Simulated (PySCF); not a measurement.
## Static response to an electric field

C₄H₄F₂.
Numbering: `[CH:1]#[C:2][C@@H:3]([F:4])[CH2:5][F:6]` (hydrogens: H7 on C1; H8 on C3; H9, H10 on C5)

Geometry (GFN2-xTB, Å), atoms numbered from 1 in this order:
```
atom  x, y, z in Å
C1     2.2955   -0.2710    0.0899
C2     1.1759    0.1173   -0.0736
C3    -0.1786    0.5776   -0.3290
F4    -0.3877    0.6729   -1.6926
C5    -1.2052   -0.3807    0.2827
F6    -2.3769    0.2739    0.5510
H7     3.2769   -0.6022    0.2580
H8    -0.3241    1.5896    0.0757
H9    -0.8338   -0.7810    1.2312
H10   -1.4332   -1.1916   -0.4158
```

Level: CAM-B3LYP/def2-SVPD (PySCF), static field, nuclei fixed, core orbitals frozen in the response. The polarisability tensor in these axes (au):

```
x   61.96 -4.93  1.75
y   -4.93 41.15 -1.57
z    1.75 -1.57 40.57
```

Task: Diagonalise the tensor; give its mean and Δα, where Δα² is half the sum of the squared differences of the eigenvalues.

Result: Principal values 39.06, 41.37 and 63.26 au; mean 47.90 au = 7.10 Å³ = 7.90 × 10⁻⁴⁰ C²·m²/J; Δα = 23.13 au (48 % of the mean).

Task: What is the dipole moment, and where does it point?

Result: (1.84, -1.02, 1.46) D, 2.56 D in size, pointing from the negative to the positive side. Measured along this direction, the outermost atoms are F4 and F6 at the negative end and H7 at the positive end.

Task: Sum over states: ᾱ = Σ f/ω², ω in Eh. What share falls to these 8 lowest TDDFT singlets (eV, f)? 6.33, 0.0004; 6.82, 0.0012; 7.03, 0.0005; 8.11, 0.0622; 8.37, 0.0667; 8.99, 0.0541; 9.07, 0.0035; 9.15, 0.0563.

Result: They add up to 2.47 au, 5.1 % of the 47.90 au; the largest single term is 0.70 au, from the state at 8.37 eV. Terms in order: 0.01, 0.02, 0.01, 0.70, 0.70, 0.50, 0.03, 0.50 au. Higher excitations give the rest. The strengths listed sum to 0.245.

Task: Find the Langevin capture rate constant for O2+ (31.990 u) meeting this molecule (90.028 u), k = 2.342 × 10⁻⁹ cm³/s × √(α in Å³ / reduced mass in u).

Result: The reduced mass is 23.60 u, so k = 1.28 × 10⁻⁹ cm³/s. The formula leaves out the permanent dipole, which adds to the capture rate.

Task: What would n − 1 = 2πNα be for an ideal gas of these molecules at 298.15 K and 1 atm, electronic part alone?

Result: N = p/kT = 2.4615 × 10¹⁹ cm⁻³, so n − 1 = 2π × N × 7.10 × 10⁻²⁴ cm³ = 1098 × 10⁻⁶ at long wavelengths.

Task: Molar refractivity from α?

Result: Lorentz–Lorenz: R = (4π/3)N_A α = 2.5225 cm³/(mol·Å³) × 7.10 Å³ = 17.9 cm³/mol, in the limit of long wavelengths.

Task: Give the eigenvalues of the traceless quadrupole moment Θ = ½Σq(3rr − r²1), origin at the centre of nuclear charge.

Result: -5.71, 2.73, 2.99 D·Å. The values depend on the origin, since the dipole doesn't vanish. The electronic extent ⟨r²⟩ about the same centre is 623 bohr², a root-mean-square distance of 1.95 Å for the 46 electrons.

The structure is a single GFN2-xTB conformer in the gas phase; no vibrational or solvent corrections.
